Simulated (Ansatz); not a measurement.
A made-up structure of MgBH3O, closed shell:

O1  (-1.278, -0.247, -0.841)
B2  (0.054, -0.236, -0.553)
Mg3  (0.705, 0.571, 1.503)
H4  (0.608, -1.064, -1.128)
H5  (0.787, -0.660, -1.426)
H6  (1.213, 1.169, 3.033)
(Å)

It is relaxed with PBE-D4/def2-SVP and then PBE0-D4/def2-TZVP (Ansatz 0.2.0). Atoms count as bonded within 1.22 times the sum of their covalent radii (H–H: 0.88 Å). The end point is not checked to be a true minimum.

Question: Does its bonding change? (A judgement: the text doesn't fix the answer.)

Answer: Computed: Yes. Formed: none; broken: B2–H4, B2–H5.

Where it ends: The first stage lowers the energy by 5.23 eV in 16 steps. It ends as a complex of MgBHO ([O][B][MgH]) + H₂:
O1  (0.382, -0.365, -0.478)
B2  (0.311, 0.173, 0.600)
Mg3  (0.180, 1.167, 2.595)
H4  (0.543, -1.515, -2.784)
H5  (0.591, -1.848, -3.452)
H6  (0.081, 1.920, 4.107)
(Å)

Labels in which every atom is bracketed show which atoms are joined, not bond orders.

For scale, one of the runs: PBE0-D4/def2-TZVP relaxation, 112 basis functions, launched by `ansatz run in.yaml --threads 2 --pin off --events-out ev --progress --plain --max-ram 4352MiB`. Hardware: 2 CPU threads of an Arm Neoverse V2, shared host. Wall time about 61 s.
